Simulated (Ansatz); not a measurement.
Cl2, harmonic frequencies at the relaxed geometry

Program: Ansatz's Python interface.

Contents of `cl2.xyz`:
```text
2

Cl    0.00000    0.00000    0.00000
Cl    0.00000    0.00000    1.94000
```

`cl2_freq.py`:
```python
"""Harmonic frequencies of Cl2 at its relaxed geometry."""

import itertools

import ansatz
from ase.data import atomic_numbers, covalent_radii
import numpy as np

BASIS_SET = "def2-SVP"
XC = "PBE0"


def main() -> None:
    system = ansatz.Crystal.molecule_from_extxyz("cl2.xyz")

    calculation = (
        system.calculation()
        .basis(gaussian=BASIS_SET)
        .functional(XC)
    )
    symbols = [site.symbol for site in system.cartesian_sites]
    start = np.array([site.position_ang for site in system.cartesian_sites], dtype=float)
    data = calculation.relax(force_tolerance=0.003, max_steps=100).run(threads=1).report
    end = np.array(data["positions_ang"])

    # pairs closer than 1.2 times the sum of covalent radii, before or after
    radius = [covalent_radii[atomic_numbers[s]] for s in symbols]
    span = lambda where, i, j: np.linalg.norm(where[i] - where[j])
    bonded = [(i, j) for i, j in itertools.combinations(range(len(symbols)), 2) if min(span(start, i, j), span(end, i, j)) < 1.2 * (radius[i] + radius[j])]
    print("pair        before    after (A)")
    for i, j in bonded:
        print(f"{symbols[i]}{i}-{symbols[j]}{j}".ljust(10), f"{span(start, i, j):8.4f} {span(end, i, j):8.4f}")

    # frequencies need a stationary point, so they are taken at the relaxed geometry
    minimum = ansatz.Crystal.molecule()
    for symbol, place in zip(symbols, end):
        minimum = minimum.atom(symbol, place.tolist())
    vibrating = minimum.calculation().basis(gaussian=BASIS_SET).functional(XC).phonons(temperatures=(200, 600, 100))
    vib = vibrating.run(threads=1).report["vibrations"]
    sums = vib["harmonic_sums"]
    modes = [m["omega_inv_cm"] for m in sums["modes_at_gamma"] if m["rigid_motion"] == "no"]
    print("frequencies (1/cm):", " ".join(f"{w:.0f}" for w in modes))
    print("imaginary modes:", sum(w < 0 for w in modes), " zero-point energy:", round(sums["zero_point_energy_ev"], 4), "eV")
    print("T (K)   F_vib (eV)   S_vib (meV/K)   C_vib (meV/K)")
    for row in zip(sums["temperatures_k"], sums["vibrational_free_energy_ev"], vib["entropy_ev_per_k"], vib["heat_capacity_ev_per_k"]):
        print(f"{row[0]:6.1f} {row[1]:11.4f} {1000 * row[2]:13.4f} {1000 * row[3]:15.4f}")


if __name__ == "__main__":
    main()
```

```console
$ python cl2_freq.py
pair        before    after (A)
Cl0-Cl1      1.9400   2.0255
frequencies (1/cm): 524
imaginary modes: 0  zero-point energy: 0.0325 eV
T (K)   F_vib (eV)   S_vib (meV/K)   C_vib (meV/K)
 200.0      0.0321        0.0097          0.0296
 300.0      0.0303        0.0264          0.0522
 400.0      0.0268        0.0433          0.0646
 500.0      0.0217        0.0585          0.0715
 600.0      0.0152        0.0719          0.0757
```

The frequencies are harmonic and unscaled, in a modest basis. The result belongs to the one conformer reached from this start, and soft torsions count as harmonic oscillators. The spin state was assumed, and another may lie lower. The whole script took 4 s on 1 thread of Intel(R) Xeon(R) Platinum 8375C CPU @ 2.90GHz (Ice Lake) (shared host), peak memory 0.17 GiB.

(Lines on the test bed's own set-up are left out of the output.)
